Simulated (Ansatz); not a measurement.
```yaml
crystal:
  periodic: [false, false, false]
  atoms:
    - {symbol: C, position_ang: [1.495646, 0.414128, 0.526062]}
    - {symbol: N, position_ang: [0.731441, -0.401547, -0.394912]}
    - {symbol: C, position_ang: [-0.478296, -0.451387, -0.412910]}
    - {symbol: C, position_ang: [-1.777532, -0.577700, -0.504380]}
    - {symbol: Cl, position_ang: [-2.711515, 0.452936, -1.526505]}
    - {symbol: H, position_ang: [2.097209, 1.114948, -0.055393]}
    - {symbol: H, position_ang: [2.184311, -0.233629, 1.070817]}
    - {symbol: H, position_ang: [0.868888, 0.965286, 1.232419]}
    - {symbol: H, position_ang: [-2.321653, -1.329133, 0.047703]}
basis:
  gaussian: {orbitals: cc-pVTZ-DK}
magnetization: {spin_polarized: true, initial_magnetization: 6}
hamiltonian: {xc: {name: HF}}
output: {forces: true}
```

```sh
$ ansatz run in.yaml --threads 2 --pin off --events-out ev --progress --plain --max-ram 4352MiB
```

It prints (some lines left out):

```
Functional definition: HF
1496 factors; their error is unknown
mean field evaluation 1: about -17156.4134 eV, gradient 2.9e1 eV
mean field evaluation 2: about -17161.2334 eV, gradient 2.0e1 eV
mean field evaluation 4: about -17164.6348 eV, gradient 3.0e0 eV
mean field evaluation 8: about -17164.9116 eV, gradient 1.6e-1 eV
mean field evaluation 16: about -17165.2930 eV, gradient 3.3e-2 eV
mean field evaluation 32: about -17165.1248 eV, gradient 5.4e-1 eV
mean field evaluation 64: about -17165.0555 eV, gradient 6.7e-1 eV
mean field evaluation 96: about -17164.1034 eV, gradient 3.2e-1 eV
mean field evaluation 256: about -17165.2930 eV, gradient 1.4e-4 eV
mean field -17165.29296221 eV, -630.8128813077 hartree, gradient 9.8e-6 eV, S^2 12.044879; 5 other end points of the search recorded, 0 dependent functions left out
reference -17165.29296221 eV, -630.8128813077 hartree; 26, 20 occupied and 184, 190 virtual orbitals, 1496 factors
Total energy: -17165.29296221 eV, -630.8128813077 hartree
Relativity: scalar
Atom 0 at     1.495646     0.414128     0.526062 Å, force     0.217772     0.136005     0.310338 eV/Å
Atom 1 at     0.731441    -0.401547    -0.394912 Å, force    14.998552    -0.441742     0.423952 eV/Å
Atom 2 at    -0.478296    -0.451387    -0.412910 Å, force    -4.134007     2.652526    -0.033323 eV/Å
Atom 3 at    -1.777532    -0.577700    -0.504380 Å, force    -5.480217    -6.130037     3.612389 eV/Å
Atom 4 at    -2.711515     0.452936    -1.526505 Å, force    -4.557909     5.096928    -4.982399 eV/Å
Atom 5 at     2.097209     1.114948    -0.055393 Å, force    -0.114493    -0.140172     0.108218 eV/Å
Atom 6 at     2.184311    -0.233629     1.070817 Å, force    -0.114784     0.172604    -0.103638 eV/Å
Atom 7 at     0.868888     0.965286     1.232419 Å, force     0.148227    -0.168730    -0.218288 eV/Å
Atom 8 at    -2.321653    -1.329133     0.047703 Å, force    -0.963142    -1.177382     0.882751 eV/Å
Dipole moment:     0.200274     0.202348     0.183550 e Å
```

In this input the spin is set far too high for this molecule. The run converged. The result belongs to that input, not to the molecule as meant.
